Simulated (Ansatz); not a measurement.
BN2. The state is a doublet with charge 0. Geometry PBE0-D4/def2-TZVPD, that of the charge -1 singlet; atoms count from 1.

```
atom   x (Å)   y (Å)   z (Å)
  B1   0.074   0.880   0.173
  N2  -0.239  -0.539   0.504
  N3   0.165  -0.341  -0.677
```

The structure comes from a short search, and lower isomers may exist.

Q: Estimate the Mulliken populations from the PBE0/def2-TZVPD orbitals of Ansatz.

A: 
```json
{"atom": "B1", "charge (e)": "0.19", "spin (α − β)": "0.96"}
{"atom": "N2", "charge (e)": "-0.09", "spin (α − β)": "0.02"}
{"atom": "N3", "charge (e)": "-0.09", "spin (α − β)": "0.02"}
```
Mulliken values depend strongly on the basis. With diffuse functions, as here, like atoms can get unlike values, and bond orders can come out too low or too high.

Q: Where does the spin sit?

A: Summed by element: B 0.96, N 0.04, of 1 unpaired in all. Largest on single atoms: B1 0.96, N2 0.02, N3 0.02.

Q: And the Mayer bond orders between heavy atoms (over 0.3)?

A: B1–N2 1.16 (1.49 Å); B1–N3 1.16 (1.49 Å); N2–N3 1.38 (1.26 Å).
